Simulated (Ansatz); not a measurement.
Results of revPBE (PAW; Ansatz, a program for electronic structure) for rock-salt HfC.

Numerical settings: plane-wave cutoff 520 eV, 24×24×24 k mesh, Fermi–Dirac smearing 0.065 eV (set by the program), scalar-relativistic PAW data made under PBE.

Computed at the level's own relaxed cell.

Elastic tensor (GPa, Voigt notation, ions relaxed):

```
  478.7   100.0   100.0     0.0     0.0     0.0
  100.0   478.7   100.0     0.0     0.0     0.0
  100.0   100.0   478.7     0.0     0.0     0.0
    0.0     0.0     0.0   168.8     0.0     0.0
    0.0     0.0     0.0     0.0   168.8     0.0
    0.0     0.0     0.0     0.0     0.0   168.8
```

### Question
Work out the Voigt, Reuss and Hill averages of the bulk and shear moduli, Young's modulus and Poisson's ratio from the printed constants.

### Answer
K_V = [C11 + C22 + C33 + 2(C12 + C13 + C23)]/9 = [1436.1 + 2 × 300.0]/9 = 226.2 GPa. G_V = [1436.1 − 300.0 + 3 × 506.4]/15 = 177.0 GPa. From the compliances S = C⁻¹, K_R = 226.2 and G_R = 176.5 GPa. Hill means: K = 226.2, G = 176.8 GPa. E = 9KG/(3K + G) = 421 GPa, ν = (3K − 2G)/(6K + 2G) = 0.19, K/G = 1.28.

Measured, for comparison: elastic constant C11 500 GPa, elastic constant C44 180 GPa (temperature not stated, no zero-point or thermal correction; as tabulated in Wu et al. (2005), arXiv:cond-mat/0412374). Computed (rounded) less measured: elastic constant C11 -4 %, elastic constant C44 -6 %.

Spin–orbit coupling is not included.

The computed numbers hold no vibrational or temperature effects.
